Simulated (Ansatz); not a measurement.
**HGeMg, quartet: stretch scan**

Starting geometry (PBE0/def2-TZVP stationary point for this spin, not checked as a minimum):

```xyz
3

Ge    0.0000    0.0000    0.3153
Mg    0.0000    0.0000   -2.1792
H     0.0000    0.0000    1.8639
```

From there H3 moves along the line of the two atoms named below, all else staying in place; atoms are numbered as listed. Energies are in kcal/mol, counted from the starting geometry at the same level. Kohn–Sham curves are unrestricted where that lies lower.

Basis 6-31G (Cartesian d functions); Ansatz 0.2.0. Correlated methods freeze the noble-gas cores and the filled d shells of p-block atoms. No spin–orbit coupling is included, and no scalar relativity. The metal's outer-core shells are frozen, which leaves out core–valence correlation.

Unrestricted Kohn–Sham rows aren't spin-pure: their determinants' ⟨S²⟩ exceeds S(S+1) by up to 0.30, so they mix in states of higher spin.

In so small a basis the reference is far from its limit while semilocal and hybrid functionals are nearer theirs (RPA and double hybrids share part of the reference's basis error), so the functionals' errors here hold much of the reference's basis and frozen-core error, which can add to them or hide them. The set has no polarisation functions, which weighs most on the reference.

Full CI is exact within this basis and frozen core; it isn't the basis-set limit.

```tsv
distance Ge1-H3 (Å)	full CI	SPW92	PBE	r2SCAN	PBE0	B3LYP	r2SCAN0	wB97M-V	B2PLYP	RPA-PBE
1.255	26.9	24.4	25.2	23.5	24.0	24.3	22.9	23.1	24.5	28.0
1.371	8.9	7.8	8.2	7.1	7.3	7.5	6.7	6.7	7.5	9.5
1.549	0.0	0.0	0.0	0.0	0.0	0.0	0.0	0.0	0.0	0.0
1.704	2.0	2.3	2.1	3.1	3.1	2.7	3.7	3.6	3.0	1.5
1.936	11.6	12.4	11.9	14.3	14.6	13.5	16.0	15.9	14.4	10.7
2.142	21.6	23.3	22.6	26.2	26.9	24.8	28.7	28.6	26.5	20.8
2.489	34.7	39.2	37.9	42.0	43.0	39.2	43.9	44.0	41.2	35.1
2.927	40.1	48.9	45.6	51.1	49.5	46.0	52.4	48.4	45.5	39.0
3.439	40.3	52.2	46.7	53.9	49.8	47.4	54.3	48.5	46.7	37.7
4.162	40.2	53.6	47.0	54.3	49.8	47.7	54.4	48.4	46.8	37.4
5.361	40.2	54.2	47.2	54.6	50.0	47.8	54.6	48.7	46.8	37.4
```

r2SCAN at 5.361 Å lies 14.4 kcal/mol (36 %) above the reference in this basis. B3LYP at 5.361 Å lies 7.6 kcal/mol (19 %) above the reference in this basis. wB97M-V at 5.361 Å lies 8.5 kcal/mol (21 %) above the reference in this basis. PBE at 5.361 Å lies 7.0 kcal/mol (17 %) above the reference in this basis.
